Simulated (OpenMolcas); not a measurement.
**A workflow on SiH2F2 (SMILES F[SiH2]F)**

Wanted: the energy (HF/ANO-R0), then the energy (CASSCF(2,2)/ANO-R1), then an energy scan (CASPT2(2,2)/ANO-R1), then an energy scan (SC-NEVPT2(2,2)/ANO-R1), then an energy scan (MC-PDFT[tPBE](2,2)/ANO-R1) of SiH2F2. 

Program for the calculation: OpenMolcas 26.06.

## (1) Starting point

SiH2F2 has 5 atoms, charge 0, and is taken as a singlet. As SMILES, `F[SiH2]F`. Geometry: relaxed at PBE0-D4/def2-TZVP.

Bond lengths: F1–Si2 1.586 Å, Si2–F3 1.586 Å, Si2–H4 1.474 Å, Si2–H5 1.474 Å. Angles: F1–Si2–F3 108.0°, F1–Si2–H4 108.5°, F1–Si2–H5 108.5°, F3–Si2–H4 108.5°, F3–Si2–H5 108.5°, H4–Si2–H5 114.6°.

## (2) The energy at HF/ANO-R0 (sfX2C) (run 1)

File struct.xyz:

```xyz
5

F     -1.079010     0.538200     0.980720
Si    -0.005220    -0.000540    -0.054090
F      1.247630    -0.520590     0.766910
H     -0.590470    -1.138740    -0.786300
H      0.427070     1.121680    -0.907250
```

File step1.inp:

```
>>> EXPORT MOLCAS_PRINT=2
&gateway
coord=struct.xyz
basis=ANO-R0
group=NoSym
&seward
&scf
prorbitals=0
&localisation
occupied
freeze
pipek-mezey
&localisation
fileorb=$Project.LocOrb
virtual
pipek-mezey
```

Launch:

```
$ export MOLCAS_MEM=1860
$ pymolcas step1.inp > step1.log
```

Output:

```text
--- Start Module: gateway ---
[...]
--- Stop Module: gateway /rc=_RC_ALL_IS_WELL_ ---
[...]
      Basis functions           21
[...]
       Convergence after   9 Iterations
[...]
::    Total SCF energy                               -489.3068505319
[...]
      Total spin, S                                     0.0000000000
[...]
      Total electronic charge=   34.000000
      Total            charge=   -0.000000
[...]
      Dipole Moment (debye):
      Origin of the operator (angstrom)=    0.0425    0.0044    0.4410
                   X=  5.6572E-02               Y=  5.9333E-03               Z=  5.8642E-01           Total=  5.8917E-01
      Quadrupole Moment (debye*angstrom):
[...]
--- Start Module: localisation ---
[...]
--- Stop Module: localisation /rc=_RC_ALL_IS_WELL_ ---
--- Start Module: localisation ---
[...]
--- Stop Module: localisation /rc=_RC_ALL_IS_WELL_ ---
[...]
```

It took 3.3 s on 1 thread of Intel Xeon Platinum 8259CL at 2.50GHz (Skylake/Cascade Lake), shared host; peak memory 0.38 GiB.

## (3) A single-point energy at CASSCF(2,2)/ANO-R1 (sfX2C) (run 2)

struct.xyz is that of step 2.

File step2.inp:

```
* F2H2Si CASSCF
&gateway
coord = struct.xyz
basis = ANO-R0
group = NoSym
&seward
&rasscf
fileorb = $CurrDir/step1.LocOrb
alter = 2
1 12 17
1 18 21
spin = 1
nactel = 2 0 0
inactive = 16
ras2 = 2
orblisting = Nothing
>>> COPY $Project.RunFile RUNFIL1
>>> COPY $Project.RasOrb INPORB
&gateway
coord = struct.xyz
basis = ANO-R1
group = NoSym
&seward
>>> COPY $Project.RunFile RUNFIL2
&expbas
&rasscf
fileorb = $Project.ExpOrb
spin = 1
nactel = 2 0 0
inactive = 16
ras2 = 2
orblisting = Nothing
```

Launch:

```
$ export MOLCAS_MEM=1860
$ pymolcas step2.inp > step2.log
```

Output:

```text
--- Start Module: gateway ---
[...]
--- Stop Module: gateway /rc=_RC_ALL_IS_WELL_ ---
[...]
      Basis functions           21
[...]
      Number of active orbitals                  2
[...]
      Spin quantum number                      0.0
[...]
      Active orbitals                            2
[...]
      Number of CSFs                             3
[...]
      Number of root(s) required                 1
[...]
      Convergence after 12 iterations
[...]
      printout of CI-coefficients larger than  0.05 for root  1
      energy=    -489.323582
      conf/sym  11     Coeff  Weight
             1  20   0.99353 0.98711
             3  02  -0.11355 0.01289
      Natural orbitals and occupation numbers for root  1
      sym 1:   1.974211   0.025789
      ************************************************************************************************************************
      *                                                    Final results                                                     *
[...]
::    RASSCF root number  1 Total energy:   -489.32358193
[...]
      Basis functions           56
[...]
--- Start Module: expbas ---
[...]
--- Stop Module: expbas /rc=_RC_ALL_IS_WELL_ ---
--- Start Module: rasscf ---
[...]
      Convergence after 20 iterations
[...]
      Natural orbitals and occupation numbers for root  1
      sym 1:   1.987601   0.012399
      ************************************************************************************************************************
      *                                                    Final results                                                     *
[...]
::    RASSCF root number  1 Total energy:   -489.96943847
[...]
      Total electronic charge=   34.000000
      Total            charge=   -0.000000
[...]
      Dipole Moment (debye):
      Origin of the operator (angstrom)=    0.0425    0.0044    0.4410
                   X= -2.4119E-01               Y=  9.6693E-03               Z= -1.8487E+00           Total=  1.8644E+00
      Quadrupole Moment (debye*angstrom):
[...]
--- Stop Module: rasscf /rc=_RC_ALL_IS_WELL_ ---
[...]
```

Wall time 12 s (1 thread of Intel Xeon Platinum 8259CL at 2.50GHz (Skylake/Cascade Lake), shared host); peak memory 0.4 GiB.

## (4) The energy along one coordinate at CASPT2(2,2)/ANO-R1 (sfX2C, ipea shift 0.25 Eh, pt2 variant SS) (run 3)

File step3.input:

```
>>> COPY $CurrDir/step2.RasOrb $Project.RasOrb
>>> ForEach K in (1, 2, 3, 4, 5, 6, 7, 8, 9)

&GATEWAY
  Coord=$CurrDir/point$K.xyz
  Basis=ANO-R1
  Group=NoSym

&SEWARD

&RASSCF
  FileOrb=$Project.RasOrb
  Spin=1
  Nactel=2 0 0
  Inactive=16
  Ras2=2
  OrbListing=Nothing

&CASPT2
  Imaginary=0.2
  Frozen=7
>>> EndDo
```

Launch:

```
$ export MOLCAS_MEM=1860
$ pymolcas step3.input > step3.log
```

Output:

```text
[...]
      Basis functions           56
[...]
      Number of active orbitals                  2
[...]
      Spin quantum number                      0.0
[...]
      Active orbitals                            2
[...]
      Number of CSFs                             3
[...]
      Number of root(s) required                 1
[...]
      Convergence after 32 iterations
[...]
      Natural orbitals and occupation numbers for root  1
      sym 1:   1.990846   0.009154
      ************************************************************************************************************************
      *                                                    Final results                                                     *
[...]
::    RASSCF root number  1 Total energy:   -489.94377365
[...]
::    CASPT2 Root  1     Total energy:   -490.40538434
[...]
      Convergence after 18 iterations
[...]
      Natural orbitals and occupation numbers for root  1
      sym 1:   1.987587   0.012413
      ************************************************************************************************************************
      *                                                    Final results                                                     *
[...]
      Convergence after 18 iterations
[...]
      Natural orbitals and occupation numbers for root  1
      sym 1:   1.747978   0.252022
      ************************************************************************************************************************
      *                                                    Final results                                                     *
[...]
      Convergence after 11 iterations
[...]
      Natural orbitals and occupation numbers for root  1
      sym 1:   1.451118   0.548882
      ************************************************************************************************************************
      *                                                    Final results                                                     *
[...]
      Convergence after 18 iterations
[...]
      Natural orbitals and occupation numbers for root  1
      sym 1:   1.180690   0.819310
      ************************************************************************************************************************
      *                                                    Final results                                                     *
[...]
::    RASSCF root number  1 Total energy:   -489.76818642
[...]
::    CASPT2 Root  1     Total energy:   -490.18258093
[...]
      Convergence after  8 iterations
[...]
::    RASSCF root number  1 Total energy:   -489.76648964
[...]
::    CASPT2 Root  1     Total energy:   -490.17963662
[...]
```

It took 72 s on 1 thread of Intel Xeon Platinum 8259CL at 2.50GHz (Skylake/Cascade Lake), shared host; peak memory 0.4 GiB.

The scan, from its lowest point:

| Si2–F1 (Å) | energy (kJ/mol) |
| --- | --- |
| 1.427 | 63.2 |
| 1.586 | 0.0 |
| 1.744 | 39.8 |
| 1.982 | 166.0 |
| 2.299 | 342.5 |
| 2.696 | 507.8 |
| 3.171 | 610.1 |
| 3.805 | 648.1 |
| 4.757 | 655.9 |

## (5) The energy along one coordinate at SC-NEVPT2(2,2)/ANO-R1 (sfX2C, pt2 variant SC-NEVPT2) (run 4)

File step4.inp:

```
* F2H2Si NEVPT2
>>> COPY $CurrDir/step2.RasOrb $Project.RasOrb
>>> ForEach K in (1, 2, 3, 4, 5, 6, 7, 8, 9)
&GATEWAY
Coord=$CurrDir/point$K.xyz
Basis=ANO-R1
Group=NoSym
&SEWARD
&RASSCF
FileOrb=$Project.RasOrb
Spin=1
Nactel=2 0 0
Inactive=16
Ras2=2
OrbListing=Nothing
&CASPT2
SC-NEVPT2
Frozen=7
>>> EndDo
```

Launch:

```
$ export MOLCAS_MEM=1860
$ pymolcas step4.inp > step4.log
```

Output:

```text
[...]
      Basis functions           56
[...]
      Number of active orbitals                  2
[...]
      Spin quantum number                      0.0
[...]
      Active orbitals                            2
[...]
      Number of CSFs                             3
[...]
      Number of root(s) required                 1
[...]
      Convergence after 32 iterations
[...]
      printout of CI-coefficients larger than  0.05 for root  1
      energy=    -489.943774
      conf/sym  11     Coeff  Weight
             1  20   0.99771 0.99542
             3  02  -0.06765 0.00458
      Natural orbitals and occupation numbers for root  1
      sym 1:   1.990846   0.009154
      ************************************************************************************************************************
      *                                                    Final results                                                     *
[...]
::    RASSCF root number  1 Total energy:   -489.94377365
[...]
      E2 (Variational):          -0.4593304860
[...]
::    SC-NEVPT2 Root  1     Total energy:   -490.40300676
[...]
      Convergence after 18 iterations
[...]
      Natural orbitals and occupation numbers for root  1
      sym 1:   1.987587   0.012413
      ************************************************************************************************************************
      *                                                    Final results                                                     *
[...]
      Convergence after 18 iterations
[...]
      Natural orbitals and occupation numbers for root  1
      sym 1:   1.747978   0.252022
      ************************************************************************************************************************
      *                                                    Final results                                                     *
[...]
      Convergence after 11 iterations
[...]
      Natural orbitals and occupation numbers for root  1
      sym 1:   1.451118   0.548882
      ************************************************************************************************************************
      *                                                    Final results                                                     *
[...]
      Convergence after 18 iterations
[...]
::    RASSCF root number  1 Total energy:   -489.76818642
[...]
::    SC-NEVPT2 Root  1     Total energy:   -490.17871000
[...]
      Convergence after  8 iterations
[...]
::    RASSCF root number  1 Total energy:   -489.76648964
[...]
      E2 (Variational):          -0.4094266241
[...]
      Reference weight:           0.90858
[...]
::    SC-NEVPT2 Root  1     Total energy:   -490.17591626
[...]
```

It took 71 s on 1 thread of Intel Xeon Platinum 8259CL at 2.50GHz (Skylake/Cascade Lake), shared host; peak memory 0.4 GiB.

The scan, from its lowest point:

| Si2–F1 (Å) | energy (kJ/mol) |
| --- | --- |
| 1.427 | 67.6 |
| 1.586 | 0.0 |
| 1.744 | 34.9 |
| 1.982 | 156.5 |
| 2.299 | 335.1 |
| 2.696 | 510.8 |
| 3.171 | 618.6 |
| 3.805 | 656.5 |
| 4.757 | 663.8 |

## (6) An energy scan at MC-PDFT[tPBE](2,2)/ANO-R1 (sfX2C) (run 5)

File step5.input:

```
* F2H2Si MC-PDFT
>>> COPY $CurrDir/step2.RasOrb $Project.RasOrb
>>> ForEach K in (1, 2, 3, 4, 5, 6, 7, 8, 9)

&GATEWAY
  Coord = $CurrDir/point$K.xyz
  Basis = ANO-R1
  Group = NoSym

&SEWARD

&RASSCF
  FileOrb = $Project.RasOrb
  Spin = 1
  Nactel = 2 0 0
  Inactive = 16
  Ras2 = 2
  OrbListing = Nothing

&MCPDFT
  KSDFT = T:PBE
>>> EndDo
```

Launch:

```
$ export MOLCAS_MEM=1860
$ pymolcas step5.input > step5.log
```

Output:

```text
--- Start Module: gateway ---
[...]
      Basis functions           56
[...]
      Number of active orbitals                  2
[...]
      Spin quantum number                      0.0
[...]
      Active orbitals                            2
[...]
      Number of CSFs                             3
[...]
      Number of root(s) required                 1
[...]
      Convergence after 32 iterations
[...]
      printout of CI-coefficients larger than  0.05 for root  1
      energy=    -489.943774
      conf/sym  11     Coeff  Weight
             1  20   0.99771 0.99542
             3  02  -0.06765 0.00458
      Natural orbitals and occupation numbers for root  1
      sym 1:   1.990846   0.009154
      ************************************************************************************************************************
      *                                                    Final results                                                     *
[...]
::    RASSCF root number  1 Total energy:   -489.94377365
[...]
::    MCPDFT root number  1 Total energy:   -490.95167592
[...]
      Convergence after 18 iterations
[...]
      Natural orbitals and occupation numbers for root  1
      sym 1:   1.987587   0.012413
      ************************************************************************************************************************
      *                                                    Final results                                                     *
[...]
      Convergence after 18 iterations
[...]
      Natural orbitals and occupation numbers for root  1
      sym 1:   1.747978   0.252022
      ************************************************************************************************************************
      *                                                    Final results                                                     *
[...]
      Convergence after 11 iterations
[...]
      Natural orbitals and occupation numbers for root  1
      sym 1:   1.451118   0.548882
      ************************************************************************************************************************
      *                                                    Final results                                                     *
[...]
      Convergence after 18 iterations
[...]
::    RASSCF root number  1 Total energy:   -489.76818642
[...]
::    MCPDFT root number  1 Total energy:   -490.72955504
[...]
      Convergence after  8 iterations
[...]
::    RASSCF root number  1 Total energy:   -489.76648964
[...]
      Total electronic charge=   34.000000
      Total            charge=   -0.000000
[...]
::    MCPDFT root number  1 Total energy:   -490.72538777
[...]
```

Run time: 74 s. Hardware: 1 thread of Intel Xeon Platinum 8259CL at 2.50GHz (Skylake/Cascade Lake), shared host; peak memory 0.4 GiB.

The scan, from its lowest point:

| Si2–F1 (Å) | energy (kJ/mol) |
| --- | --- |
| 1.427 | 71.1 |
| 1.586 | 0.0 |
| 1.744 | 27.7 |
| 1.982 | 135.5 |
| 2.299 | 294.8 |
| 2.696 | 464.1 |
| 3.171 | 597.5 |
| 3.805 | 654.3 |
| 4.757 | 665.2 |

## (7) Summary of results

```
                                                   quantity          value
                             run 1, HF/ANO-R0: total energy  -489.30685 Eh
                            run 1, HF/ANO-R0: dipole moment         0.59 D
                              run 1, HF/ANO-R0: HOMO energy      -12.82 eV
                              run 1, HF/ANO-R0: LUMO energy        3.39 eV
                            run 1, HF/ANO-R0: HOMO–LUMO gap       16.22 eV
                    run 2, CASSCF(2,2)/ANO-R1: total energy  -489.96944 Eh
  run 2, CASSCF(2,2)/ANO-R1: dipole moment (CASSCF density)         1.86 D
       run 3, CASPT2(2,2)/ANO-R1: lowest energy of the scan  -490.42944 Eh
    run 4, SC-NEVPT2(2,2)/ANO-R1: lowest energy of the scan  -490.42875 Eh
run 5, MC-PDFT[tPBE](2,2)/ANO-R1: lowest energy of the scan  -490.97876 Eh
```
